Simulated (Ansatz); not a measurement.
System: CsCl-type TlCl. Method: PBEsol in Ansatz (PAW).

Run with plane-wave cutoff 520 eV, 10×10×10 k mesh, Fermi–Dirac smearing 0.01 eV, scalar-relativistic PAW data made under PBE.

Equation-of-state points:

```tsv
V (Å³/atom)	E − E_lowest (meV/atom)	P (GPa)
25.155	10.38	2.195
25.690	4.44	1.376
26.226	1.08	0.651
26.761	0.00	0.011
27.296	0.93	-0.555
27.831	3.64	-1.055
28.366	7.91	-1.496
```

Q: Estimate the bulk modulus from the pressures at 26.226 and 27.296 Å³/atom, and compare it with a fit to all energies.

A: B = −V dP/dV. Between V = 26.226 and 27.296 Å³/atom, dP/dV = (-0.555 − (0.651))/(27.296 − 26.226) = -1.13 GPa per Å³/atom; at the midpoint 26.761 Å³/atom this gives B ≈ 30.2 GPa. The third-order Birch–Murnaghan fit gives V0 = 26.770 Å³/atom, B0 = 30.0 GPa, B′ = 5.2, which lies within 1 % of that estimate.

Measured, for comparison: equilibrium volume per atom 28.35 Å³/atom (temperature not stated, no zero-point or thermal correction; as tabulated in Wikipedia's data pages). Computed (rounded) less measured: equilibrium volume per atom -5.6 %.

Spin–orbit coupling is not included; it can shift volumes and moduli of such heavy elements.

Static lattice: no zero-point or thermal effects.

Ansatz is a first-principles code.
